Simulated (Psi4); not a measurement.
# [HS2O2]− (SMILES O=[SH](=O)[S-]), run twice

Aim: a structure relaxation of [HS2O2]− at revB3LYP/cc-pVDZ (density fitting).

The results are computed with Psi4 1.11.

## 1. The system as given

The species is [HS2O2]− (5 atoms), meant as a singlet with charge -1. SMILES: `O=[SH](=O)[S-]`. The coordinates come from a GFN2-xTB relaxation. The run starts from this shape.

Bond lengths: O1–S2 1.454 Å, S2–O3 1.454 Å, S2–S4 1.952 Å, S2–H5 1.445 Å. Angles: O1–S2–O3 115.7°, O1–S2–S4 114.7°, O3–S2–S4 114.7°, O1–S2–H5 102.7°, O3–S2–H5 102.7°, S4–S2–H5 103.8°.

## 2. First attempt

calc.py reads:

```python
import psi4

psi4.set_memory(10000000)
psi4.set_num_threads(1)
psi4.set_output_file('run.log', False)

mol = psi4.geometry("""
-1 1
O      0.161440    -1.047240     1.089440
S      0.051440    -0.105630    -0.013650
O      0.847130    -0.418480    -1.190170
S     -1.765530     0.499090    -0.393970
H      0.705520     1.072270     0.508360
""")

options = {'geom_maxiter': 60, 'g_convergence': 'turbomole'}
psi4.set_options(options)

e, wfn = psi4.optimize("revb3lyp/cc-pVDZ", return_wfn=True)
print(f'revb3lyp/cc-pVDZ energy: {e:.10f} Eh')
print(mol.to_string(dtype='xyz', units='Angstrom'))
```

The run is started by

```
$ python calc.py
```

stdout:

```text
psi4.driver.p4util.exceptions.ValidationError: set_memory(): Requested 9.54 MiB (10.0 MB); minimum 250 MiB (263 MB). Please, sir, I want some more.
```

Wall time 0.74 s (1 thread of Intel Xeon 6975P-C (Granite Rapids), shared host); peak memory 0.13 GiB.

## 3. Diagnosis

The program refused the input.

The telling line is `psi4.driver.p4util.exceptions.ValidationError: set_memory(): Requested 9.54 MiB`. The fault: too little memory is allowed.

## 4. The mended input

run.py reads:

```python
import psi4

psi4.set_memory('1600 MB')
psi4.set_num_threads(1)
psi4.set_output_file('ho2s2.out', False)

mol = psi4.geometry("""
-1 1
O      0.161440    -1.047240     1.089440
S      0.051440    -0.105630    -0.013650
O      0.847130    -0.418480    -1.190170
S     -1.765530     0.499090    -0.393970
H      0.705520     1.072270     0.508360
units angstrom
""")

psi4.set_options(dict(geom_maxiter=60, g_convergence='turbomole'))

e, wfn = psi4.optimize('revb3lyp/cc-pVDZ', molecule=mol, return_wfn=True)
print(f'revb3lyp/cc-pVDZ energy: {e:.10f} Eh')
print(mol.to_string(dtype='xyz', units='Angstrom'))
for k, v in sorted(psi4.core.scalar_variables().items()):
    print(f'{k:45s} {v:18.10f}')
```

The run is started by

```
$ python run.py
```

ho2s2.out:

```text
[...]
  Running in c1 symmetry.
[...]
  Nuclear repulsion =  236.041840988900475
[...]
  Multiplicity = 1
[...]
  Nalpha       = 25
  Nbeta        = 25
[...]
    Number of basis functions: 69
[...]
   @DF-RKS iter   1:  -946.75483208340870    4.94667e-01   1.32051e-02 DIIS/ADIIS
[...]
   @DF-RKS iter   6:  -947.09215082539799   -1.12550e-11   9.43123e-09 DIIS
[...]
    Orbital Energies [Eh]
    ---------------------
    Doubly Occupied:
       1A    -88.870068     2A    -88.611827     3A    -18.913447
       4A    -18.913441     5A     -7.924463     6A     -7.695814
       7A     -5.888838     8A     -5.888473     9A     -5.887563
      10A     -5.663804    11A     -5.653441    12A     -5.653018
      13A     -0.880794    14A     -0.777631    15A     -0.547326
      16A     -0.411229    17A     -0.302555    18A     -0.245951
      19A     -0.244275    20A     -0.121749    21A     -0.113842
      22A     -0.099647    23A     -0.085035    24A     -0.041247
      25A     -0.028265
[...]
  @DF-RKS Final Energy:  -947.09215082539799
   => Energetics <=
    Nuclear Repulsion Energy =            228.6955259779088578
    One-Electron Energy =               -1773.2347607395590785
    Two-Electron Energy =                 652.9697365013081480
    DFT Exchange-Correlation Energy =     -55.5226525650558855
    Empirical Dispersion Energy =           0.0000000000000000
    VV10 Nonlocal Energy =                  0.0000000000000000
    Total Energy =                       -947.0921508253979937
[...]
 Multipole Moments:
 ------------------------------------------------------------------------------------
     Multipole            Electronic (a.u.)      Nuclear  (a.u.)        Total (a.u.)
 ------------------------------------------------------------------------------------
 L = 1.  Multiply by 2.5417464519 to convert [e a0] to [Debye]
 Dipole X            :         -0.5454620            0.9808206            0.4353587
 Dipole Y            :         -0.6025683            1.1018252            0.4992569
 Dipole Z            :         -0.3304052            0.5991723            0.2687670
 Magnitude           :                                                    0.7148638
[...]
  -Total Gradient:
     Atom            X                  Y                   Z
    ------   -----------------  -----------------  -----------------
       1       -0.000046843714     0.000006266733    -0.000005388428
       2       -0.000066776915     0.000030079701    -0.000011341173
       3       -0.000043045435     0.000009495246    -0.000017732033
       4       -0.000028191839     0.000042305274     0.000003146088
       5       -0.000018065290     0.000011167163    -0.000002365292
[...]
    Final optimized geometry and variables:
    Molecular point group: c1
    Full point group: C1
    Geometry (in Angstrom), charge = -1, multiplicity = 1:
    O            0.563001250859    -0.986953694156     1.271254838870
    S            0.466560192862    -0.005665517777     0.138869770618
    O            1.271984060931    -0.337175347320    -1.084207590256
    S           -1.418089993626     0.631390607535    -0.252663023102
    H            1.063622246005     1.164491673485     0.641382358539
[...]
```

On the terminal:

```text
Optimizer: Optimization complete!
revb3lyp/cc-pVDZ energy: -947.0921508254 Eh
5
-1 1 HO2S2
O                     0.563001250859    -0.986953694156     1.271254838870
S                     0.466560192862    -0.005665517777     0.138869770618
O                     1.271984060931    -0.337175347320    -1.084207590256
S                    -1.418089993626     0.631390607535    -0.252663023102
H                     1.063622246005     1.164491673485     0.641382358539

CURRENT ENERGY                                   -947.0921508254
CURRENT REFERENCE ENERGY                         -947.0921508254
DD SOLVATION ENERGY                                 0.0000000000
DFT FUNCTIONAL TOTAL ENERGY                      -947.0921508254
DFT TOTAL ENERGY                                 -947.0921508254
DFT VV10 ENERGY                                     0.0000000000
DFT XC ENERGY                                     -55.5226525651
GRID ELECTRONS ALPHA                               24.9999985878
GRID ELECTRONS BETA                                24.9999985878
GRID ELECTRONS TOTAL                               49.9999971757
NUCLEAR REPULSION ENERGY                          228.6955259779
ONE-ELECTRON ENERGY                             -1773.2347607396
OPTIMIZATION ITERATIONS                             7.0000000000
PCM POLARIZATION ENERGY                             0.0000000000
PE ENERGY                                           0.0000000000
SCF ITERATION ENERGY                             -947.0921508254
SCF ITERATIONS                                      6.0000000000
SCF TOTAL ENERGY                                 -947.0921508254
TWO-ELECTRON ENERGY                               652.9697365013
XC GRID RADIAL POINTS                              75.0000000000
XC GRID SPHERICAL POINTS                          302.0000000000
XC GRID TOTAL POINTS                           105705.0000000000
```

Run time: 24 s. Hardware: 1 thread of Intel Xeon 6975P-C (Granite Rapids), shared host; peak memory 0.5 GiB.

Steps, from the record of the run:

| step | energy from the first frame kept (eV) | largest force (eV/Å) |
| --- | --- | --- |
| 0 | 0.0000 | 2.8070 |
| 1 | -0.1669 | 0.9099 |
| 2 | -0.1955 | 0.1731 |
| 3 | -0.1964 | 0.1071 |
| 4 | -0.1965 | 0.0527 |
| 5 | -0.1966 | 0.0127 |
| 6 | -0.1966 | 0.0038 |

After the run. Bond lengths: O1–S2 1.502 Å, S2–O3 1.502 Å, S2–S4 2.028 Å, S2–H5 1.407 Å. Angles: O1–S2–O3 115.8°, O1–S2–S4 114.2°, O3–S2–S4 114.2°, O1–S2–H5 104.3°, O3–S2–H5 104.3°, S4–S2–H5 101.7°.

## 5. Outcome

Level: revB3LYP/cc-pVDZ (density fitting).

```
                                             quantity          value
                              total energy at the end  -947.09215 Eh
                                          HOMO energy       -0.77 eV
                                          LUMO energy        4.78 eV
HOMO–LUMO gap (to an unbound level, set by the basis)        5.55 eV
```

In words: The optimisation took 7 steps and changed the energy by -0.197 eV.
